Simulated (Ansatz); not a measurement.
Rock-salt ZrC, treated with PBEsol (plane waves, PAW; Ansatz, a quantum-chemistry and plane-wave program).

Numerical settings: plane-wave cutoff 520 eV, 16×16×16 k mesh, Fermi–Dirac smearing 0.1 eV, perturbation theory, force constants from a 4×4×4 q mesh, scalar-relativistic PAW data made under PBE.

Computed at the level's own relaxed cell. Harmonic vibrational thermodynamics at fixed volume:

```json
[
 {"T (K)": "0", "S_vib (J/K per mol of atoms)": "0.00", "C_V (J/K per mol of atoms)": "0.00", "F_vib (eV/atom)": "0.0703"},
 {"T (K)": "100", "S_vib (J/K per mol of atoms)": "[?]", "C_V (J/K per mol of atoms)": "[?]", "F_vib (eV/atom)": "[?]"},
 {"T (K)": "200", "S_vib (J/K per mol of atoms)": "[?]", "C_V (J/K per mol of atoms)": "[?]", "F_vib (eV/atom)": "[?]"},
 {"T (K)": "500", "S_vib (J/K per mol of atoms)": "[?]", "C_V (J/K per mol of atoms)": "[?]", "F_vib (eV/atom)": "[?]"},
 {"T (K)": "600", "S_vib (J/K per mol of atoms)": "[?]", "C_V (J/K per mol of atoms)": "[?]", "F_vib (eV/atom)": "[?]"},
 {"T (K)": "900", "S_vib (J/K per mol of atoms)": "[?]", "C_V (J/K per mol of atoms)": "[?]", "F_vib (eV/atom)": "[?]"},
 {"T (K)": "1000", "S_vib (J/K per mol of atoms)": "[?]", "C_V (J/K per mol of atoms)": "[?]", "F_vib (eV/atom)": "[?]"}
]
```

**Question.** Some entries are withheld; supply them.

**Answer.** 
- 100, S_vib (J/K per mol of atoms): 2.83
- 100, C_V (J/K per mol of atoms): 6.32
- 100, F_vib (eV/atom): 0.0695
- 200, S_vib (J/K per mol of atoms): 9.85
- 200, C_V (J/K per mol of atoms): 14.26
- 200, F_vib (eV/atom): 0.0630
- 500, S_vib (J/K per mol of atoms): 27.15
- 500, C_V (J/K per mol of atoms): 22.29
- 500, F_vib (eV/atom): 0.0033
- 600, S_vib (J/K per mol of atoms): 31.29
- 600, C_V (J/K per mol of atoms): 23.04
- 600, F_vib (eV/atom): -0.0271
- 900, S_vib (J/K per mol of atoms): 40.87
- 900, C_V (J/K per mol of atoms): 24.06
- 900, F_vib (eV/atom): -0.1401
- 1000, S_vib (J/K per mol of atoms): 43.41
- 1000, C_V (J/K per mol of atoms): 24.23
- 1000, F_vib (eV/atom): -0.1838

The crystal is taken as a harmonic solid at every temperature: melting, phase changes and thermal expansion are not seen, nor the electrons' share in a metal.
